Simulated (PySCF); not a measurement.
**Which functional comes closest?**

Molecule: Phosphaethyne, CHP.

Structure with atom numbers: `[CH:1]#[P:2]`. Each H is labelled by its parent atom.

Geometry PBE0-D3(BJ)/def2-SVP throughout; GIAO in PySCF, gas phase, one conformer, non-relativistic; equivalent atoms averaged; basis pcSseg-2.

Reference values (HF/multiwavelet basis limit; gas (isolated, no vibration); Jensen, Fla, Jonsson, Monstad, Ruud, Frediani, PCCP 2016, 18, 21145): σ(H(C1)) = 30.11 ppm, σ(C1) = 11.9 ppm, σ(P2) = 339.4 ppm.

**Question.** How do the functionals WP04, B97-2, BHandHLYP, CAM-B3LYP, wB97X-D, LC-wPBE perform against the reference? Times are CPU seconds on 1 thread of an Arm Neoverse V2, shared host.

**Answer.** 
```csv
functional,kind,H(C1),C1,P2,abs. error H,abs. error C,abs. error P,core-s
WP04,global hybrid,29.74,6.7,330.0,0.37,5.2,9.4,1.4
B97-2,global hybrid,29.23,17.5,334.2,0.88,5.6,5.2,1.2
BHandHLYP,global hybrid,29.42,9.8,315.5,0.69,2.1,23.9,1.2
CAM-B3LYP,range-separated hybrid,29.29,7.2,294.8,0.82,4.7,44.6,1.6
wB97X-D,range-separated hybrid,29.29,8.8,315.3,0.82,3.1,24.1,1.6
LC-wPBE,range-separated hybrid,29.30,6.7,281.1,0.81,5.2,58.3,2.2
```

For $^{1}$H the closest is WP04 (0.37 ppm) and the furthest B97-2 (0.88 ppm).

For $^{13}$C the closest is BHandHLYP (2.1 ppm) and the furthest B97-2 (5.6 ppm).

For $^{31}$P the closest is B97-2 (5.2 ppm) and the furthest LC-wPBE (58.3 ppm). One molecule is a small sample, and the reference may use another geometry.
